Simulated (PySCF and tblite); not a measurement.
## C₃H₅NO, numbered as in [N:1]#[C:2][CH2:3][CH2:4][OH:5]: conformational analysis

Geometries PBE0-D3(BJ)/def2-SVP; weights from PBE0-D3(BJ)/def2-TZVP energies and GFN2-xTB thermal corrections, with symmetry numbers and mirror pairs. Conformers within 4 kcal/mol (GFN2-xTB free energy) were kept, 7 at most. GIAO shieldings: PBE0/pcSseg-2. Couplings: B3LYP/pcSseg-1 with pcJ-1 on H (gas phase; spin-dipole term only for pairs with B, N, F, Si or P). Couplings are for ¹H; a prime marks the second kind of pair between the same two sets of atoms. Shifts are against TMS (¹H), TMS (¹³C), NH3 (¹⁵N) at the same level. Codes: tblite and PySCF.

Torsions listed: C2–C3–C4–O5, C3–C4–O5–H5. Of a mirror pair one member is shown.

| conformer | shape | symmetry | E(GFN2) kcal/mol | E(DFT) kcal/mol | G(298.15 K) kcal/mol | weight % | dipole D |
| --- | --- | --- | --- | --- | --- | --- | --- |
| 1 | 60°, -67° | C1 (pair) | 0.00 | 0.00 | 0.00 | 73.3 | 3.18 |
| 2 | 180°, -179° | Cs | 1.22 | 1.06 | 1.19 | 9.8 | 3.90 |
| 3 | -177°, -72° | C1 (pair) | 0.63 | 1.39 | 1.31 | 8.0 | 3.62 |
| 4 | 65°, -164° | C1 (pair) | 2.37 | 1.77 | 1.42 | 6.7 | 4.83 |
| 5 | 56°, 64° | C1 (pair) | 1.66 | 2.20 | 2.08 | 2.2 | 4.96 |

Weights (%) against temperature:

```
 T (K)     1     2     3     4    5  S(mix) cal/mol/K
   250  80.7   8.0   5.7   4.4  1.2              2.71
273.15  77.1   9.0   6.8   5.5  1.7              2.90
298.15  73.3   9.8   8.0   6.7  2.2              3.08
323.15  69.7  10.5   9.1   7.9  2.8              3.23
373.15  63.5  11.6  11.0  10.0  3.9              3.48
```

Averaged shifts at 298.15 K. ¹H: 3.70 (H4, 2H), 2.32 (H3, 2H) ppm. ¹³C: 126.3 (C2), 63.1 (C4), 24.1 (C3) ppm. ¹⁵N: 303.3 (N1) ppm.

Averaged couplings (Hz): ²J(H3,H3) -18.7, ³J(H3,H4) 7.4, ³J(H3,H4′) 5.9, ⁴J(H3,H5) -0.7, ²J(H4,H4) -13.0, ³J(H4,H5) 9.3.

Coordinates of conformer 1 (Å):

```xyz
10

N     2.296    1.153   -0.153
C     1.493    0.323   -0.233
C     0.422   -0.662   -0.305
C    -0.851   -0.146    0.379
O    -1.334    1.023   -0.201
H     0.214   -0.872   -1.366
H     0.763   -1.601    0.161
H    -0.657   -0.032    1.463
H    -1.634   -0.912    0.268
H    -0.702    1.733   -0.035
```

H on N, O and S are left out: they exchange, and hydrogen bonds move them by several ppm. Unscaled ¹⁵N shifts at such levels can be off by tens of ppm; differences between conformers or isomers are more reliable. Shifts are unscaled: against experiment ¹³C can be off by 15 ppm or more and ¹H by 0.8 ppm.

Search and properties took 2.4 min on 1 thread of Arm Neoverse V2, shared host (rough), launched as `OMP_NUM_THREADS=1 python ens_run.py task.json out`.


¹⁵N shifts are against a computed isolated NH3 molecule, about 20 ppm from the liquid.